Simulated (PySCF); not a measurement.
## Chlorine: a sound run and one with changed settings

Sound run: Cl [Ne] 3s2 3p5, Cl⁺ [Ne] 3s2 3p4. All numbers are calculated (PySCF 2.14, scalar relativity by spin-free X2C-1e, in jorge-DZP-DKH (7s4p1d, 24 functions)). In the sound run the correlated levels freeze [Ne]. The sound run starts from symmetry-adapted Hartree-Fock orbitals and uses a fine grid where one is needed.

Changed run: a valence shell is frozen. This setting is unsound on purpose.

| species | method | sound run (hartree) | changed run (hartree) | converged |
| --- | --- | --- | --- | --- |
| Cl | MP2 | -461.00022 | -460.95913 | yes |
| Cl | CCSD(T) | -461.01816 | -460.96983 | yes |
| Cl⁺ | MP2 | -460.54393 | -460.49608 | yes |
| Cl⁺ | CCSD(T) | -460.56407 | -460.50560 | yes |

Ionisation energy of Cl:

```json
{"method": "UHF", "sound run (eV)": "11.774", "changed run (eV)": "11.774"}
{"method": "MP2", "sound run (eV)": "12.416", "changed run (eV)": "12.600"}
{"method": "SCS-MP2", "sound run (eV)": "12.398", "changed run (eV)": "12.656"}
{"method": "CCSD", "sound run (eV)": "12.350", "changed run (eV)": "12.623"}
{"method": "CCSD(T)", "sound run (eV)": "12.356", "changed run (eV)": "12.632"}
```

Freezing a valence shell removes pair correlation that changes on ionisation.

For comparison, NIST gives 12.968 eV between the lowest levels.
